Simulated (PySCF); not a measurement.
# F2HP (difluorophosphine): the cost of one run

Programs: PySCF 2.14.0, with routines of our own; each step states its level. All values are computed. Atoms count from 0.

## (1) The system as given

4 atoms, charge 0, multiplicity 1; geometry from: PBE0-D3(BJ)/def2-SVP.

## (2) Magnetic properties: GIAO PBE/aug-pcSseg-2

Job settings and geometry (Å):

```
{"job": {"kind": "mag", "xc": "PBE", "basis": "aug-pcSseg-2"}, "charge": 0, "multiplicity": 1}
F      1.260201    -0.543002     0.299786
P     -0.129002    -0.315311    -0.480084
F     -1.127669    -0.242475     0.780094
H      0.021420     1.111583    -0.623912
```

Level: GIAO PBE/aug-pcSseg-2 magnetisability, rotational g tensor and spin-rotation constants, non-relativistic, gas phase.

Launch:

```
OMP_NUM_THREADS=1 python excited_run.py task.json out
```

The driver reads the jobs from task.json and runs them one after another.

**Question.** How long does this first job take on 1 thread of AMD EPYC 9R45, shared host, and how much memory does it need?

About 6.2 s, with a peak of 0.56 GiB.
